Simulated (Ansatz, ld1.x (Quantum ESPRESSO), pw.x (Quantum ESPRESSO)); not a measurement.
# Equation-of-state test of one TM potential (scandium (Sc))

- Element: scandium (Sc)
- Generator: ld1.x (Quantum ESPRESSO) 7.5
- Type: norm-conserving Troullier–Martins (Kleinman–Bylander form)
- Functional: PBEsol
- Relativity: scalar-relativistic
- Frozen core: [Ar]
- Valence charge: 3
- Reference configuration: 3d1 4s2 4p0
- Partial waves: 4p (bound, empty): rc 4.15 bohr; 3d (bound): rc 1.25 bohr; 4s (bound): rc 2.85 bohr
- Local potential: the s channel
- Core correction: none

Atomic tests: cutoffs needed: 90 Ry and 110 Ry (the cutoffs (Ry, on a coarse ladder) from which the occupation-weighted sum of valence levels, in a spherical-Bessel basis at the reference potential, stays within 10 and 1 mRy of its value at 400 Ry); ghost test: no extra level below or beside the all-electron valence levels (p, d, s, f tested) (spherical-Bessel basis up to 400 Ry, 20 bohr box); largest excitation error: +323 meV (all-electron minus pseudo) for 3d0 4s2 4p1, out of 7 test configurations.

Crystal test: bcc Sc in pw.x 7.5, no spin, 13³ k-points, Fermi–Dirac smearing 0.01 Ry, cutoffs 135/540 Ry. The lattice is a test structure that the element need not adopt, and mesh and smearing are coarse.

pw.x input:

```
&control
  calculation='scf', prefix='x', pseudo_dir='./', outdir='./tmp', tstress=.true., disk_io='none'
/
&system
  ibrav=0, nat=1, ntyp=1, ecutwfc=135, ecutrho=540, nbnd=8,
  occupations='smearing', smearing='fd', degauss=0.01
/
&electrons
  conv_thr=1e-09, mixing_beta=0.4, electron_maxstep=70
/
ATOMIC_SPECIES
Sc 1.0 Sc.UPF
CELL_PARAMETERS angstrom
  -1.81674195 1.81674195 1.81674195
  1.81674195 -1.81674195 1.81674195
  1.81674195 1.81674195 -1.81674195
ATOMIC_POSITIONS crystal
Sc 0.0000 0.0000 0.0000
K_POINTS automatic
13 13 13 0 0 0
```

```bash
pw.x < Sc.scf.in > Sc.scf.out
```

Problem. How does the run end?

Solution. It converges; the pressure is 3.76 GPa against 0.05 GPa from all-electron LAPW. The largest radius (4.15 bohr) exceeds half the bond length (2.97 bohr), so the spheres overlap, which is one possible source of error among others. This is a poor potential for the solid. The log shows:

```
     scf convergence threshold =      1.0E-09
     Exchange-correlation= PBESOL
     number of k points=    84  Fermi-Dirac smearing, width (Ry)=  0.0100
     iteration #  1     ecut=   135.00 Ry     beta= 0.40
     total energy              =      -3.52064839 Ry
     estimated scf accuracy    <       0.00502476 Ry
     iteration #  2     ecut=   135.00 Ry     beta= 0.40
     total energy              =      -3.52150038 Ry
     estimated scf accuracy    <       0.00118861 Ry
     iteration #  3     ecut=   135.00 Ry     beta= 0.40
     total energy              =      -3.52215649 Ry
     estimated scf accuracy    <       0.00017322 Ry
     iteration #  4     ecut=   135.00 Ry     beta= 0.40
     total energy              =      -3.52278031 Ry
     estimated scf accuracy    <       0.00002799 Ry
     [... 2 iterations left out ...]
     iteration #  7     ecut=   135.00 Ry     beta= 0.40
     total energy              =      -3.52312670 Ry
     estimated scf accuracy    <          7.1E-09 Ry
     iteration #  8     ecut=   135.00 Ry     beta= 0.40
     total energy              =      -3.52312920 Ry
     estimated scf accuracy    <       0.00000009 Ry
     iteration #  9     ecut=   135.00 Ry     beta= 0.40
     total energy              =      -3.52313032 Ry
     estimated scf accuracy    <          8.0E-09 Ry
     iteration # 10     ecut=   135.00 Ry     beta= 0.40
     the Fermi energy is     5.3883 ev
!    total energy              =      -3.52313070 Ry
     estimated scf accuracy    <          9.2E-11 Ry
     smearing contrib. (-TS)   =      -0.00791925 Ry
     The total energy is F=E-TS. E is the sum of the following terms:
     one-electron contribution =       2.68217460 Ry
     hartree contribution      =       0.04623462 Ry
     xc contribution           =      -1.47348953 Ry
     ewald contribution        =      -4.77013113 Ry
     convergence has been achieved in  10 iterations
          total   stress  (Ry/bohr**3)                   (kbar)     P=       37.61
     Message from routine punch:
     Nothing written, as per user request (disk_io='none')
```
